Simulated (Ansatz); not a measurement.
# SiH+ (quintet): wave-function methods side by side, cc-pVQZ

The task here is to estimate one member of a computed series from the others.

Computed with Ansatz 0.2.0, Gaussian basis. Level: cc-pVQZ, core rule «outside noble gas», up to 5 orbitals frozen.

To be run: UHF; CCSD(T) on ROHF; CCSD(T) on UHF; BCCD(T) on ROHF; CCSDT(Q) on ROHF; CCSDT(Q) on UHF; CASSCF and MRCISD+Q, 4 electrons in 5 orbitals; CASSCF and NEVPT2, 4 electrons in 5 orbitals; Full CI.

9 further runs of the same task are left out: 2 for a known fault of the program, 4 that didn't finish, 3 set aside as unsound or not needed.

## The geometry

The geometry is a PBE0/def2-TZVP stationary point (not a proven minimum) of the parent state, kept for this charge and spin.

2 atoms, charge 1, spin multiplicity 5.

Atoms are counted from 1 here; the program's logs count them from 0.

Bond lengths: Si1–H2 1.500 Å.

Set-up of the first run:

in.yaml reads:

```yaml
crystal:
  periodic: [false, false, false]
  atoms:
    - {symbol: Si, position_ang: [0.000000, 0.000000, 0.000000]}
    - {symbol: H, position_ang: [0.000000, 0.000000, 1.499536]}
basis:
  gaussian: {orbitals: cc-pVQZ}
total_charge: 1
magnetization: {spin_polarized: true, initial_magnetization: 4}
hamiltonian: {xc: hf}
output: {orbitals: {seedname: orbitals}}
```

Run with:

```bash
$ ansatz run in.yaml --threads 1 --pin off --events-out ev --progress --plain --max-ram 4096MiB --backend cpu
```

Among the steps run: UHF; CCSD(T) on ROHF; CCSD(T) on UHF; BCCD(T) on ROHF; CCSDT(Q) on ROHF; CCSDT(Q) on UHF; CASSCF and MRCISD+Q, 4 electrons in 5 orbitals; CASSCF and NEVPT2, 4 electrons in 5 orbitals; Full CI.

One table of the session follows, with a row left open; its other results are not shown here.

| method | from FCI (meV) |
| --- | --- |
| ROHF | +722.2 |
| UHF | +719.0 |
| RMP2 | +223.1 |
| UMP2 | +220.0 |
| RCCSD | +15.0 |
| UCCSD | +11.8 |
| RCCSD(T) | +4.1 |
| UCCSD(T) | +1.0 |
| BCCD(T) | +4.1 |
| RCCSDT | +0.4 |
| UCCSDT | -2.7 |
| RCCSDT(Q) | +0.4 |
| UCCSDT(Q) | -2.7 |
| CASSCF valence | +722.2 |
| NEVPT2 valence | +303.6 |
| MRCISD valence | ? |
| MRCISD+Q valence | +3.5 |
| FCI | 0 |

**Question.** Estimate the row for MRCISD valence.

**Answer.** from FCI (meV): +18.7. In the column «from FCI (meV)» it lies between RCCSD (+15.0) and UMP2 (+220.0).

Some runs used a GPU and others CPU threads alone; cost is compared among the CPU runs only.

Among the levels timed on like hardware and quicker than the yardstick, those that no quicker one beats, quickest first: NEVPT2 valence (2.2 s, +303.6 meV); BCCD(T) (2.6 s, +4.1 meV); UCCSD(T) (9 s, +1.0 meV).

Caveats from the session: The yardstick is full CI for this spin, exact in this basis with these frozen cores. The program flags NEVPT2 valence, MRCISD+Q valence as in doubt, so those rows may rest on another solution; read them beside their warnings. UCCSDT, UCCSDT(Q) fall below full CI: unrestricted runs freeze a spin-polarised core, another one than full CI's, and coupled cluster isn't variational. Of the multireference levels listed MRCISD+Q valence comes nearest in total energy (+3.5 meV), which doesn't show that its space is the better one. Levels on UHF freeze UHF's core orbitals, full CI those of ROHF, so the U rows can settle a little off it for that reason alone. Restricted and unrestricted rows rest on different reference determinants; where their highest levels disagree by more than a few hundredths of an eV, they describe different states and don't form one ladder. Warnings in the runs' records: idle orbitals.
